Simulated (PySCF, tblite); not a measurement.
**A complex of aluminium trifluoride and dinitrogen**

A gas-phase complex of aluminium trifluoride and dinitrogen; neutral, singlet. The structure comes from a short search (6 tight-binding starts) and was relaxed by PBE0-D3(BJ)/def2-SVPD; another way of binding may lie lower. Frequencies by PBE0-D3(BJ)/def2-SVPD show no clear imaginary mode.

```csv
part,name,SMILES,atoms,charge,multiplicity
1,aluminium trifluoride,[F][Al]([F])[F],1–4,0,1
2,dinitrogen,N#N,5–6,0,1
```

Coordinates in Å:
```
F1      1.059   -1.213    0.155
Al2     0.149    0.175    0.061
F3     -0.824    0.593    1.342
F4     -0.130    0.856   -1.430
N5      1.758    1.511    0.605
N6      2.570    2.189    0.889
```

```json
{"contact": "Al2···N5", "kind (by geometry)": "coordination", "distance (Å)": "2.161", "angle (°)": "-"}
```

Interaction energies are complex less parts, with the parts frozen as they stand in it; counterpoise-corrected, in kcal/mol (PySCF). The CCSD(T) estimate is Hartree-Fock/aug-cc-pVQZ, plus the MP2 correlation part extrapolated as X⁻³ from aug-cc-pVTZ and aug-cc-pVQZ, plus CCSD(T) less MP2 in aug-cc-pVDZ; noble-gas cores are frozen. It isn't the exact limit.

| level | interaction | superposition error removed |
| --- | --- | --- |
| Hartree-Fock/aug-cc-pVQZ | -8.99 | - |
| wB97M-D3(BJ)/def2-TZVPD | -11.16 | -0.30 |
| PBE0-D3(BJ)/def2-TZVPD | -12.26 | -0.32 |
| MP2/aug-cc-pVQZ | -11.57 | -0.56 |

**Question.** What does CCSD(T) at its estimated basis limit give, and which of these levels comes nearest?

**Answer.** -11.70 kcal/mol. MP2/aug-cc-pVQZ is nearest, off by +0.13; the errors are Hartree-Fock/aug-cc-pVQZ +2.70, wB97M-D3(BJ)/def2-TZVPD +0.54, PBE0-D3(BJ)/def2-TZVPD -0.56, MP2/aug-cc-pVQZ +0.13.

**Question.** What holds them together? Decompose the wB97M-D3(BJ)/def2-TZVPD energy: frozen parts, their antisymmetrised product, then relaxation.

**Answer.** electrostatic -17.0, Pauli repulsion +24.0, orbital relaxation -17.2, dispersion correction -1.3 kcal/mol, which sum to the value before the counterpoise correction; the Pauli term holds the exchange-correlation of the frozen density too. Of the attraction, 48 % is orbital relaxation, 48 % is electrostatic, 4 % is dispersion correction.

The parts were also relaxed and run alone, at the levels used for the complex: shieldings by PBE0/pcSseg-2; core levels by delta-SCF with SCAN, pcX-2 on the ionised atom and pcseg-1 elsewhere, spin-free X2C (2p3/2 is the spin-free 2p value less a third of a first-order spin-orbit splitting).

**Question.** How do these values change when the complex forms?

**Answer.** 
```tsv
property	alone	in the complex	change
shielding of Al2 (ppm)	506.9	520.9	+14.0
shielding of N5 (ppm)	-93.8	-51.8	+42.0
F1 1s core level (eV)	693.01	692.29	-0.71
Al2 2p3/2 core level (eV)	83.70	82.74	-0.96
N5 1s core level (eV)	409.87	411.42	+1.55
```

The core-hole state of N5 is spin-contaminated (⟨S²⟩ 0.83 against 0.75 for a pure doublet), so that value and differences from it are less sure.

**Question.** What are the binding energy from relaxed parts (wB97M-D3(BJ)/def2-TZVPD), and ΔH and ΔG of association at 298.15 K and 1 atm?

**Answer.** -9.19 kcal/mol, -7.92 with zero-point energy; ΔH -8.1 and ΔG +0.6 kcal/mol, from harmonic vibrations by PBE0-D3(BJ)/def2-SVPD with low modes damped.
